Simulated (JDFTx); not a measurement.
An input for JDFTx (a modified build) (CH3O (SMILES [CH2]O), charge 0, multiplicity 2, linear PCM (GLSSA13), chloroform, no salt; bohr, hartree) and the course of its log:

```
lattice \
  19.3696927774 0.0000000000 0.0000000000 \
  0.0000000000 17.4799666528 0.0000000000 \
  0.0000000000 0.0000000000 14.6453774658
coords-type Cartesian
ion C -1.0481544107 0.3424004662 -0.1412128318 0
ion O 1.2930801669 1.3877199020 0.1412128318 0
ion H -2.5715703959 1.6500329543 0.1087548154 0
ion H -1.3113967101 -1.6500329543 0.1387927418 0
ion H 2.5715703959 0.0986615161 0.0281055634 0
ion-species pseudo/c_pbe_v1.2.upf
ion-species pseudo/o_pbe_v1.2.upf
ion-species pseudo/h_pbe_v1.4.upf
elec-cutoff 20 100
elec-ex-corr gga-PBE
symmetries none
elec-n-bands 7
spintype z-spin
elec-initial-magnetization 1 yes
electronic-scf nIterations 100 energyDiffThreshold 1e-8
fluid LinearPCM
pcm-variant GLSSA13
fluid-solvent CHCl3
fluid-minimize nIterations 400 knormThreshold 1e-11
dump-name s5.$VAR
dump End State Ecomponents EigStats BandEigs Forces ElecDensity IonicPositions FluidDebug
```

```
[one cycle in 5 is shown, and the last three; fluid-solver lines are left out]
SCF: Cycle:  0   Etot: -20.445194246751655   dEtot: +3.052e+00   |Residual|: 6.376e-01   |deigs|: 9.826e-02
SCF: Cycle:  5   Etot: -23.480247842316899   dEtot: -9.274e-03   |Residual|: 1.570e-01   |deigs|: 1.629e-02
SCF: Cycle: 10   Etot: -23.496283909437803   dEtot: -6.720e-04   |Residual|: 4.619e-02   |deigs|: 5.708e-03
SCF: Cycle: 15   Etot: -23.496696380040049   dEtot: -1.301e-04   |Residual|: 2.320e-03   |deigs|: 1.765e-04
SCF: Cycle: 20   Etot: -23.168283494837183   dEtot: -4.821e-04   |Residual|: 2.542e-01   |deigs|: 1.005e-02
SCF: Cycle: 25   Etot: -23.185216403773921   dEtot: +2.737e-02   |Residual|: 2.490e-01   |deigs|: 1.938e-02
SCF: Cycle: 30   Etot: -23.350062956922198   dEtot: -1.837e-03   |Residual|: 3.141e-02   |deigs|: 1.812e-02
SCF: Cycle: 35   Etot: -23.455181281267166   dEtot: -4.353e-02   |Residual|: 1.510e-01   |deigs|: 1.678e-02
SCF: Cycle: 40   Etot: -23.487980702326514   dEtot: -3.748e-03   |Residual|: 1.282e-01   |deigs|: 8.263e-03
SCF: Cycle: 45   Etot: -23.492305410228873   dEtot: -3.997e-03   |Residual|: 9.934e-02   |deigs|: 1.320e-02
SCF: Cycle: 50   Etot: -23.496692246667205   dEtot: +5.799e-05   |Residual|: 3.122e-03   |deigs|: 5.088e-04
SCF: Cycle: 55   Etot: -23.253959120194263   dEtot: -4.845e-02   |Residual|: 2.424e-01   |deigs|: 4.639e-02
SCF: Cycle: 60   Etot: -23.235892744530553   dEtot: +4.373e-03   |Residual|: 2.436e-01   |deigs|: 1.804e-03
SCF: Cycle: 65   Etot: -23.343827796844373   dEtot: -1.412e-02   |Residual|: 4.549e-02   |deigs|: 1.993e-02
SCF: Cycle: 70   Etot: -23.485090784517581   dEtot: -9.175e-03   |Residual|: 1.259e-01   |deigs|: 1.869e-02
SCF: Cycle: 75   Etot: -23.267544632883926   dEtot: -3.741e-02   |Residual|: 2.233e-01   |deigs|: 1.594e-02
SCF: Cycle: 80   Etot: -23.245462613597567   dEtot: -2.314e-02   |Residual|: 2.122e-01   |deigs|: 1.735e-02
SCF: Cycle: 85   Etot: -23.345676927445471   dEtot: -1.271e-02   |Residual|: 4.860e-02   |deigs|: 3.535e-02
SCF: Cycle: 90   Etot: -23.462612416423802   dEtot: -3.363e-02   |Residual|: 1.049e-01   |deigs|: 1.943e-02
SCF: Cycle: 95   Etot: -23.492940466922008   dEtot: -8.959e-04   |Residual|: 9.185e-02   |deigs|: 1.917e-03
SCF: Cycle: 97   Etot: -23.490093463276772   dEtot: +1.168e-03   |Residual|: 1.211e-01   |deigs|: 2.794e-03
SCF: Cycle: 98   Etot: -23.489515732254837   dEtot: +5.777e-04   |Residual|: 1.236e-01   |deigs|: 1.958e-03
SCF: Cycle: 99   Etot: -23.491788005953502   dEtot: -2.272e-03   |Residual|: 1.046e-01   |deigs|: 8.517e-03
SCF: None of the convergence criteria satisfied after 100 iterations.
IonicMinimize: Iter:   0  Etot: -23.491788005953502  |grad|_K:  0.000e+00
IonicMinimize: Converged (|grad|_K<1.000000e-04).
```

This run gave no converged result. The electronic loop ended without meeting its threshold, so the last energy, chemical potential and forces aren't results.
